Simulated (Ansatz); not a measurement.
Input file for Ansatz (a first-principles code): R-B97M-V/def2-TZVPPD on N2 (SMILES N#N). Files ending in .json are basis or fitting sets from the Basis Set Exchange.

Ansatz 0.2 input:
```yaml
crystal:
  periodic: [false, false, false]
  atoms:
    - {symbol: N, position_ang: [0.00000000, 0.00000000, 0.00000000]}
    - {symbol: N, position_ang: [1.09710935, 0.00000000, 0.00000000]}
basis:
  gaussian:
    orbitals: def2-TZVPPD.json
hamiltonian:
  xc: {name: B97M-V}
scf: {lower_state_search: off}
```

The head of its log:

```
WARN ansatz: RAYON_NUM_THREADS=2 ignored (pool sized by the plan → 2); use --threads N
Functional definition: B97M-V
these checks for a lower state are left out or cut short: stability, starts, cluster_reference, orbital_swaps, neighbouring_geometries, increment
integrals: 0.01 GiB planned
358 factors; their error is unknown
mean field: 0.15 GiB planned
mean field evaluation 1: about -2979.8075 eV, gradient 2.6e1 eV
mean field evaluation 2: about -2980.3293 eV, gradient 2.0e1 eV
```

Task: Give the final energy of this run.

Result: -109.5543 hartree.
